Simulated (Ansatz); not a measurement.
hcp Zr, treated with LDA in Ansatz (plane waves, PAW).

A relaxed, unreconstructed slab of the (0001) face has 6 atoms, two equal faces of 8.559 Å² each and an energy of -24462.8328 eV. A bulk cell of 2 atoms with the same orientation and in-plane k mesh has -8154.9271 eV. Energies are extrapolated to zero smearing.

Settings: plane-wave cutoff 500 eV, 24×24×1 k mesh (along the axes of the cell as run), Fermi–Dirac smearing 0.1 eV, scalar-relativistic PAW data made under PBE.

Worked out: γ = (E_slab − N E_bulk per atom)/2A = [-24462.8328 − 6 × (-8154.9271/2)]/(2 × 8.559) = 0.1138 eV/Å². With 16.022 J/m² per eV/Å² this is 1.82 J/m², or 0.97 eV per surface cell and face.

Ansatz is a first-principles code.
